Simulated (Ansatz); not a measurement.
Reaction (SMILES): FC(F)(F)F → C atom + 4 F atom
B3LYP-D3(BJ)/def2-TZVP geometries, fixed; electronic energies without zero-point terms.
Largest species:
```xyz
5

C      0.0000     0.0000     0.0000
F      0.7629     0.7657     0.7682
F     -0.7843    -0.7493     0.7628
F     -0.7467     0.7653    -0.7843
F      0.7680    -0.7817    -0.7466
```
Charge 0, spin multiplicity 1.

How fast the atomisation energy converges with the basis for several methods (Ansatz, an electronic-structure program): deviation from each method's own reference, in kcal/mol. References: CCSD(T) 477.62 kcal/mol, Hartree-Fock in cc-pVQZ plus the correlation part extrapolated as X^-3 from cc-pVTZ and cc-pVQZ; HF 313.84 kcal/mol, the value in aug-cc-pVQZ; MP2 508.72 kcal/mol, Hartree-Fock in aug-cc-pVQZ plus the correlation part extrapolated as X^-3 from aug-cc-pVTZ and aug-cc-pVQZ; PBE 503.73 kcal/mol, the value in aug-cc-pVQZ; PBE0 479.03 kcal/mol, the value in aug-cc-pVQZ; wB97M-V 479.62 kcal/mol, the value in aug-cc-pVQZ. Cartesian d functions, on some or all atoms, in 6-31G**; all else is spherical. In correlated methods cores are frozen. Open shells are unrestricted. No added dispersion term, no relativity. Functionals ending in -V hold VV10 correlation. 

```tsv
basis	functions	CCSD(T)	HF	MP2	PBE	PBE0	wB97M-V
STO-3G	25	-133.65	-44.98	-177.07	4.02	-15.91	-5.96
6-31G	45	-123.00	-85.02	-136.17	-48.11	-61.37	-57.63
pcseg-0	45	-103.42	-63.33	-117.98	-33.38	-44.89	-43.64
6-31G**	75	-23.78	0.94	-28.43	16.52	10.27	15.56
6-311G**	90	-36.86	-10.38	-41.30	0.46	-3.90	-1.34
aug-pcseg-1	115	-24.54	1.94	-26.16	-1.66	-0.40	-0.83
aug-cc-pVDZ	115	-37.82	-11.86	-38.74	-8.53	-9.31	-8.26
6-311++G(2d,2p)	135	-31.61	-8.49	-32.12	-6.07	-6.66	-6.09
pcseg-2	150	-12.33	0.79	-13.72	0.18	0.09	0.30
jun-cc-pV(T+d)Z	195	-13.58	-0.83	-14.90	-1.68	-1.38	-1.19
6-311++G(3df,3pd)	195	-6.98	4.33	-8.06	3.03	3.48	4.17
def2-TZVPPD	197	-13.92	-1.17	-15.02	-1.29	-1.26	-0.95
```

Mean absolute deviation over 6-311G**, 6-311++G(2d,2p), pcseg-2, jun-cc-pV(T+d)Z, 6-311++G(3df,3pd), def2-TZVPPD: PBE 2.12, wB97M-V 2.34, PBE0 2.79, HF 4.33, CCSD(T) 19.21, MP2 20.85 kcal/mol.
